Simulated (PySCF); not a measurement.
Compound: C6H10.
SMILES: `C=C1CC[C@@H]1C`

The closed-shell SCF was solved with PySCF and density fitting under several settings on one GFN2-xTB geometry (grid level 2 and gas phase unless stated).

```tsv
settings	basis functions	SCF cycles	E (Eh)	HOMO (eV)	LUMO (eV)	dipole (D)
PBE0/pcSseg-1	152	13	-234.2891	-7.03	0.30	0.47
PBE0/def2-SVPD	200	13	-234.1648	-7.04	0.20	0.51
wB97X/pcSseg-1, IEF-PCM methanol	152	12	-234.5206	-9.43	2.50	0.69
OPBE/Sadlej pVTZ	234	14	-234.5673	-5.87	-0.87	0.52
PBE0/pcSseg-1, fitting basis def2-qzvpp-jkfit	152	9	-234.2891	-7.03	0.30	0.47
PBE0/6-31++G**, start guess huckel	168	12	-234.3365	-6.97	-0.09	0.55
BLYP/cc-pVDZ, level shift 0.1 Eh	134	10	-234.4637	-5.57	-0.34	0.49
```

Task: Estimate the rows for these settings: (1) PBE0/3-21G, energy threshold 1e-11 Eh; (2) wB97X/6-31G, fitting basis def2-universal-jkfit.

Result: 
| settings | basis functions | SCF cycles | E (Eh) | HOMO (eV) | LUMO (eV) | dipole (D) |
| --- | --- | --- | --- | --- | --- | --- |
| PBE0/3-21G, energy threshold 1e-11 Eh | 74 | 11 | -233.0432 | -6.83 | 0.87 | 0.42 |
| wB97X/6-31G, fitting basis def2-universal-jkfit | 74 | 9 | -234.4899 | -9.16 | 3.09 | 0.47 |

Task: Over all rows, what range does the HOMO–LUMO gap span?

Result: From 5.00 eV (OPBE/Sadlej pVTZ) to 12.25 eV (wB97X/6-31G, fitting basis def2-universal-jkfit). The functional of the narrowest has no exact exchange, that of the widest range-separated exact exchange.

Task: And the dipole moment?

Result: From 0.42 D (PBE0/3-21G, energy threshold 1e-11 Eh) to 0.69 D (wB97X/pcSseg-1, IEF-PCM methanol); the largest is 1.64 times the smallest, and the median is 0.49 D.

Task: Compare two rows with the functional PBE0: PBE0/pcSseg-1, fitting basis def2-qzvpp-jkfit and PBE0/3-21G, energy threshold 1e-11 Eh. Which energy is lower, and by how much?

Result: PBE0/pcSseg-1, fitting basis def2-qzvpp-jkfit (152 functions) lies 1.2459 Eh or 782 kcal/mol below PBE0/3-21G, energy threshold 1e-11 Eh (74 functions).

Cycle counts include a coarse-grid stage where the run had one. All basis functions are spherical, in the Pople sets too. Geometry: GFN2-xTB; no vibrations or thermal averaging.
